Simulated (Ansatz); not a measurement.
**BN (quintet): from Hartree-Fock to the top rungs, def2-TZVPP**

An exercise on one series of results from a longer session: the logs are not shown, and one member is left open.

Method: def2-TZVPP, core rule «outside noble gas», up to 2 orbitals frozen; program: Ansatz 0.2.0, Gaussian basis.

The runs, in order: UHF; ROHF; CCSD(T) on UHF.

2 further runs of the same task are left out: 2 set aside as unsound or not needed.

### The system

The geometry is a PBE0/def2-TZVP stationary point (not a proven minimum) of the parent state, kept for this charge and spin.

2 atoms, charge 0, spin multiplicity 5.

Atoms are counted from 1 here; the program's logs count them from 0.

Bond lengths: B1–N2 1.315 Å.

Coordinates:

```xyz
2
BN
B     0.00000    0.00000    0.00000
N     0.00000    0.00000    1.31545
```

Set-up of the first run:

in.yaml reads:

```yaml
crystal:
  periodic: [false, false, false]
  atoms:
    - {symbol: B, position_ang: [0.000000, 0.000000, 0.000000]}
    - {symbol: N, position_ang: [0.000000, 0.000000, 1.315453]}
basis:
  gaussian: {orbitals: def2-TZVPP}
magnetization: {spin_polarized: true, initial_magnetization: 4}
hamiltonian: {xc: hf}
output: {orbitals: {seedname: orbitals}}
```

Started as:

```console
ansatz run in.yaml --threads 1 --pin off --events-out ev --progress --plain --max-ram 4096MiB --backend cpu
```

Steps of the session up to this table: UHF; ROHF; CCSD(T) on UHF.

One table of the session follows, with a row left open; its other results are not shown here.

```
  method  from UCCSD(T) (meV)
    ROHF              +5161.7
     UHF                    ?
    UMP2               +779.5
   UCCSD               +149.1
UCCSD(T)                    0
```

Estimate the missing values for UHF.

The run gave: from UCCSD(T) (meV): +5006.0. In the column «from UCCSD(T) (meV)» it lies between UMP2 (+779.5) and ROHF (+5161.7).
